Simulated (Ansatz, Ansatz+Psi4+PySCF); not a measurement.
| atom | x (Å) | y (Å) | z (Å) |
| --- | --- | --- | --- |
| C | 0.0000 | 0.0000 | 0.6675 |
| C | 0.0000 | 0.0000 | -0.6675 |
| H | 0.0000 | 0.8803 | 1.2114 |
| H | 0.0000 | -0.8803 | 1.2114 |
| H | 0.0000 | 0.8803 | -1.2114 |
| H | 0.0000 | -0.8803 | -1.2114 |

Basis set: cc-pVTZ (spherical functions). Left uncorrelated: 2 orbitals. Charge 0, multiplicity 1.

Computed with Ansatz (development build ahead of 0.2.0); each method stands on the lowest determinant of its kind that the runs found. Restricted open shells among the atoms or ions are ROHF, correlated in semicanonical orbitals with singles.

(1) Give the atomization energy at this shape (free ground-state atoms in the same class of orbitals less the molecule, no zero-point energy) of singlet C2H4 by RHF-CCSD(T), RHF-MP2, RHF.

## Answers

(1)

| method | atomization energy |
| --- | --- |
| RHF-CCSD(T) | 2288.1 kJ/mol |
| RHF-MP2 | 2303.2 kJ/mol |
| RHF | 1802.6 kJ/mol |

Caution: the shape is not the minimum.
